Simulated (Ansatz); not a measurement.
System: P2, net charge -1, doublet state. 
Geometry from a B3LYP-D3(BJ)/def2-TZVP (Ansatz, a first-principles code) optimisation:
```
P
P 1 1.9824
```
Charge -1, spin multiplicity 2.

Basis-set convergence of Hartree-Fock and CCSD correlation energies (hartree) with Ansatz. Valence correlation only, unless marked. UHF or UKS for open shells. Spin-orbit coupling is left out. No relativistic terms. This anion needs diffuse functions, which these sets lack.

The UHF reference is spin-contaminated (<S^2> 0.44 over the pure value in the largest basis). The T1 diagnostic of CCSD in the largest basis is 0.075, which is high, so the coupled-cluster rows are less sure than usual.

```tsv
basis	functions	E(HF)	E(corr, CCSD)
cc-pV(T+d)Z	78	-681.49764	-0.29757
cc-pV(Q+d)Z	128	-681.50868	-0.31623
cc-pV(5+d)Z	200	[?]	[?]
```

Task: Some entries are withheld; supply them.

Result: 
- cc-pV(5+d)Z, E(HF): -681.51096
- cc-pV(5+d)Z, E(corr, CCSD): -0.32280
